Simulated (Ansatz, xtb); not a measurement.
Relative energy of two isomers of C3H5F2N

Structure a: `[H]/N=C/CC(F)F`, a singlet. Structure b: `[H]/N=C(\C)C(F)F`, a singlet. Both are isolated molecules in the gas phase, relaxed with r2SCAN-D4/def2-SVP; the shapes shown needn't be the lowest conformers.

a (Å):

```json
{"atom": "C", "x (Å)": "0.3862", "y (Å)": "0.5255", "z (Å)": "-0.4974"}
{"atom": "C", "x (Å)": "0.4649", "y (Å)": "1.2571", "z (Å)": "-1.8050"}
{"atom": "C", "x (Å)": "-0.8780", "y (Å)": "1.7956", "z (Å)": "-2.2467"}
{"atom": "F", "x (Å)": "-1.3757", "y (Å)": "2.6295", "z (Å)": "-1.2866"}
{"atom": "F", "x (Å)": "-0.7310", "y (Å)": "2.5223", "z (Å)": "-3.3848"}
{"atom": "N", "x (Å)": "0.7047", "y (Å)": "-0.7033", "z (Å)": "-0.4137"}
{"atom": "H", "x (Å)": "0.5877", "y (Å)": "-1.0296", "z (Å)": "0.5533"}
{"atom": "H", "x (Å)": "0.0281", "y (Å)": "1.1335", "z (Å)": "0.3591"}
{"atom": "H", "x (Å)": "0.8627", "y (Å)": "0.5820", "z (Å)": "-2.5774"}
{"atom": "H", "x (Å)": "1.1340", "y (Å)": "2.1314", "z (Å)": "-1.7120"}
{"atom": "H", "x (Å)": "-1.6295", "y (Å)": "1.0062", "z (Å)": "-2.4330"}
```

b (Å):

```xyz
11

C    -1.7360    1.2720   -0.9124
C    -0.2938    0.8840   -1.0497
C     0.3289    0.2895    0.1962
F    -0.3705   -0.8200    0.5667
F     0.2325    1.1830    1.2209
N     0.4675    0.9878   -2.0653
H    -1.8486    2.0070   -0.0992
H    -2.1304    1.6955   -1.8467
H    -2.3337    0.3915   -0.6267
H    -0.0482    1.4012   -2.8532
H     1.3868    0.0232    0.0363
```

Energies in hartree; the thermal terms are from r2SCAN-D4/def2-SVP harmonic frequencies (ideal gas, rigid rotor, one conformer each, 298.15 K, 1 atm) and include the zero-point energy:

```
                              a           b
E, CCSD(T)/def2-SVP  −370.539386  −370.542945
    E, MP2/def2-SVP  −370.470467  −370.474343
  E, MP2/def2-TZVPP  −371.172404  −371.175593
  zero-point energy     0.082677     0.082120
       H(298 K) − E     0.089824     0.089443
       G(298 K) − E     0.051964     0.051524
```

Problem. Correct the CCSD(T) difference for the basis set by the MP2 change, then work out ΔE, ΔE₀, ΔH and ΔG for a → b in kJ/mol (1 Eh = 2625.50 kJ/mol) and the equilibrium ratio [b]/[a].

Solution. 1. Differences b − a: CCSD(T) −0.003559, MP2 in the small set −0.003876, MP2 in the large set −0.003189 Eh.
2. ΔE = −0.003559 + (−0.003189 − (−0.003876)) = −0.002872 Eh = −7.54 kJ/mol.
3. ΔE₀ = ΔE + ΔZPE = −0.002872 + (−0.000557) Eh = −9.00 kJ/mol.
4. ΔH = ΔE + (−0.000381) Eh = −8.54 kJ/mol.
5. ΔG = ΔE + (−0.000440) Eh = −8.70 kJ/mol, so ΔS = (ΔH − ΔG)/T = +0.5 J/(mol K).
6. kT = 0.9442 mEh, so K = [b]/[a] = exp(−ΔG/kT) = exp(+3.51) ≈ 33.

Structure b is favoured at this temperature. An error of 4 kJ/mol in ΔG would change K by a factor of 5. Mirror images and further conformers aren't counted.

As drawn, both hold the same kinds of bond in the same numbers. Structure a has 0 methyl groups, b 1.

Other levels gave ΔE = −16.2 (GFN2-xTB); −14.4 (HF/STO-3G, GFN2-xTB geometries); −14.7 (r2SCAN-D4/def2-SVP//GFN2-xTB); −13.2 (r2SCAN-D4/def2-SVP); −7.3 (HF/def2-SVP); −10.2 (MP2/def2-SVP); −9.3 (CCSD(T)/def2-SVP) kJ/mol. The correlated steps freeze 6 core orbitals. Programs: Ansatz 0.2.0, xtb 6.7.1.
